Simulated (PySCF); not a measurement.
Coordinates in bohr (charge 0 multiplicity 1):
```
S     0.6301    0.0000   -0.5253
N    -1.6434    0.0000    1.1289
H     2.8451    0.0000    0.9799
```

These are results of PBE0/[S def2-TZVP, N def2-TZVP, H def2-TZVP], no relativity, density fitting, PySCF, not measurements.

This geometry of HSN is a stationary point at this level.

Q: What is the point group?

A: Cs.

Q: Is it a minimum?

A: Yes: all harmonic wavenumbers are real.

Q: List the harmonic modes with their infrared intensities.

A: 
```
symmetry  ω (cm⁻¹)  IR (km/mol)     type
      a'      1047          7.6     bend
      a'      1218         19.5  stretch
      a'      2143          239  stretch
```

Q: What is the atomisation energy, with and without zero-point energy?

A: 657 kJ/mol without, 630 kJ/mol with.

Only a few start shapes were tried, so a lower isomer may exist.
